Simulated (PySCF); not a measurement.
Species: C2H3N3.
Z-matrix (Å and degrees, PBE0-D3(BJ)/def2-SVP geometry), rows numbered from 1:
```
C 
N   1  1.3558
C   2  1.3140  1  102.81
N   3  1.3476  2  109.52  1    -0.01
N   1  1.3198  2  114.92  3    -0.02
H   1  1.0895  2  123.41  3   179.97
H   3  1.0898  2  126.99  1  -179.93
H   4  1.0128  3  129.09  2   179.79
```

A calculation gives these core lines: C 1s: 292.08 (area 1), 292.72 (area 1) eV; N 1s: 405.07 (area 1), 405.85 (area 1), 407.74 (area 1) eV.

The calculation used delta-SCF UKS SCAN, pcX-2 on the ionised atom, pcseg-1 elsewhere, spin-free X2C (PySCF 2.14.0). Isolated species at its PBE0-D3(BJ)/def2-SVP geometry, gas phase.

Task: Assign the C 1s lines to atoms.

Result: 292.08 eV: C1 (aromatic CH next to a ring nitrogen); 292.72 eV: C3 (aromatic CH next to a ring nitrogen). Lowest listed C 1s: C1, bonded to 2 N (aromatic in the SMILES) and H. Highest, 0.64 eV above it: C3, bonded to 2 N (aromatic in the SMILES) and H. Summing the Pauling electronegativity differences to the bonded atoms, each weighted by its formal bond order, gives +1.12 for the lowest site and +1.12 for the highest; the sum is the same at every site.

Task: Assign the N 1s lines to atoms.

Result: 405.07 eV: N2 (pyridine-type nitrogen); 405.85 eV: N5 (pyridine-type nitrogen); 407.74 eV: N4 (pyrrole-type nitrogen). The listed N 1s values span 2.67 eV, from N2 (bonded to 2 C (aromatic in the SMILES)) to N4 (bonded to N (aromatic in the SMILES), C (aromatic in the SMILES) and H). The widest gap between neighbouring values is 1.89 eV, between 405.85 and 407.74 eV. Summing the Pauling electronegativity differences to the bonded atoms, each weighted by its formal bond order, gives -1.47 for the lowest site and -1.58 for the highest; the largest sum, -0.74, belongs to N5, 1.89 eV below the top. The smallest sum, -1.58, belongs to N4, 2.67 eV above the lowest.

Bonded neighbours of each site: C1: 2 N (aromatic in the SMILES) and H; N2: 2 C (aromatic in the SMILES); C3: 2 N (aromatic in the SMILES) and H; N4: N (aromatic in the SMILES), C (aromatic in the SMILES) and H; N5: N (aromatic in the SMILES) and C (aromatic in the SMILES).

Task: What is the N 1s shift of N5 against N2?

Result: 405.85 − 405.07 = +0.78 eV, or +75 kJ/mol.
